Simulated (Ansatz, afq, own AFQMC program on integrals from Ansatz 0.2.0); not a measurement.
CH$_{2}$B, quartet: AFQMC among the cluster methods

```yaml
atoms:
  - { symbol: B, position_ang: [0.0000, -0.1048, 0.8024] }
  - { symbol: C, position_ang: [0.0000, -0.0446, -0.7232] }
  - { symbol: H, position_ang: [0.0000, 0.8949, 1.4725] }
  - { symbol: H, position_ang: [0.0000, 0.7607, -1.4612] }
```

Connectivity, by distances: BH–CH.

Basis cc-pVDZ. Only valence electrons are correlated. Ansatz 0.2.0 and our own AFQMC program on the same integrals; the CISD trial comes from CCSD amplitudes, and released means the phaseless constraint is let go. Uncertainties: one standard error, sampling alone.

Determinant: UHF, the one that the program's search chose, which needn't be the lowest solution. The geometry is a point of a scan.

No full CI on the walks' own integrals is used here; CCSDT(Q) serves as the reference and is uncertain by about the last step of the cluster series.

Cautions: lower spins were not checked; the released energies are still falling, so no released level is given (meV from the phaseless value at times in 1/Eh: -4 ± 7 at 0.24, 0 ± 9 at 0.51, 2 ± 7 at 0.99, -7 ± 7 at 1.62, -22 ± 10 at 2.40), though the last usable value meets CCSDT(Q) within the noise.

- T1 diagnostic: 0.0174
- weight of the determinant in the CISD state: 0.915
- ⟨S²⟩ of the determinant: 3.760
- size of the correlated space: 9 electrons in 36 orbitals

Reference: CCSDT(Q), correlation energy -4.833 eV.

| level | E − E(reference) (meV) | share of correlation (%) |
| --- | --- | --- |
| HF | 4833.0 | 0.00 |
| MP2 | 995.5 | 79.40 |
| CCSD | 139.2 | 97.12 |
| CCSD(T) | 30.0 | 99.38 |
| CCSDT | 4.9 | 99.90 |
| ph-AFQMC/HF | 57.5 ± 38.6 | 98.81 |
| ph-AFQMC/CISD | 10.6 ± 9.1 | 99.78 |

A walk keeps the symmetry of its determinant, which the program's search chose and which needn't be the lowest solution, so a lower state of the same spin and another symmetry isn't excluded.
